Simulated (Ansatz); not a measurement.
A run of Ansatz (development build ahead of 0.2.0) on singlet NH₃ at this shape:

```xyz
4

N    -0.0103   -0.0549    0.1702
H     0.9664    0.0333   -0.3470
H    -0.4493    0.8402   -0.1732
H    -0.4852   -0.8413   -0.1955
```

Its results:

```yaml
Converged: yes
Reference_energy: -56.14886 hartree
Correlation_energy: -0.11956 hartree
Total_energy: -56.26842 hartree
Spin_squared_of_the_determinant: 0.000
```

Task: Which input gives this output? Name the method, the orbitals and the basis set, and write the input.

Result: RHF-MP2 in 6-31G. An unrestricted run that stays on the closed shell gives the same numbers.

```yaml
crystal:
  periodic: [false, false, false]
  atoms:
    - { symbol: "N", position_ang: [-0.01027, -0.0549, 0.1702] }
    - { symbol: H, position_ang: [0.96642, 0.03328, -0.347] }
    - { symbol: H, position_ang: [-0.44927, 0.84018, -0.17322] }
    - { symbol: H, position_ang: [-0.48522, -0.84133, -0.19551] }
basis:
  gaussian: { orbitals: "6-31G" }
hamiltonian:
  xc: hf
correlation:
  method: mp2
  frozen_orbitals: { H: 0, "N": 1 }
```
